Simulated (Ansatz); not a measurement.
Born–Oppenheimer molecular dynamics of CH₅B (7 atoms, charge 0, multiplicity 1). It starts from a rough guess of a transition structure, not a stationary point.

All numbers below come from UKS PBE-D4/def2-SVP (Ansatz).

| Quantity | Value |
| --- | --- |
| ensemble | NVE (velocity Verlet) |
| time step | 0.5 fs |
| steps asked | 150 |
| starting velocities drawn for | 100 K |
| seed | 902713 |

First frame:

```xyz
7
Properties=species:S:1:pos:R:3
B -0.187 -0.327 0.675
H 1.313 -0.215 0.813
C -0.321 0.405 -0.555
H 0.822 -0.240 -0.044
H -0.735 -1.197 1.205
H -1.228 0.397 -1.158
H 0.337 1.178 -0.934
```

(1) How far do the bonds stretch over the last three quarters of this one trajectory? (Pairs bonded in most of those frames.)

Results:

(1) 
```
 bond  mean (Å)  spread (Å)  shortest  longest
B1–H2     1.254       0.088      1.11     1.39
B1–C3     1.577       0.063      1.47     1.71
B1–H5     1.245       0.076      1.12     1.36
C3–H4     1.166       0.104      0.98     1.33
C3–H6     1.158       0.037      1.09     1.23
C3–H7     1.124       0.037      1.06     1.20
```

Mean temperature of the second half: 1900 K. The conserved energy stayed within 1.4 meV per atom of its start (net change 0.34 meV per atom), so the integration is sound. The system heated up, since it started high on the potential surface and ran downhill. A run of 0.075 ps of so small a system gives no equilibrium averages. The orbitals stay closed-shell, which can raise the energy where a bond breaks towards radicals; this wasn't checked here.

Run time: 3.2 min on 1 thread of Arm Neoverse V1, with other jobs on the host, peak memory 0.098 GiB.
